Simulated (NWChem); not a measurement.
## Correlation energy of CS

SMILES: [C-]#[S+]
```xyz
2

C      0.0000     0.0000     1.1192
S      0.0000     0.0000    -0.4197
```
Charge 0, spin multiplicity 1.

Everything below was run with NWChem. Structure: optimised with B3LYP/def2-SVP, a minimum by its harmonic frequencies.

Basis set: def2-SVP. Each correlation energy counts from its own Hartree-Fock reference.

The correlated methods keep 6 core orbitals frozen. The structure started from a generated list of species. Coupled-cluster values serve here as a point of comparison, not as the truth.

Task: For the correlation energy, MP2 gives -243.1 mHa and SCS-MP2 gives -237.1 mHa. What do CR-CCSD[T], CR-CCSD(T), CCSD give?

Result: CR-CCSD[T]: -272.1 mHa; CR-CCSD(T): -270.6 mHa; CCSD: -259.1 mHa.
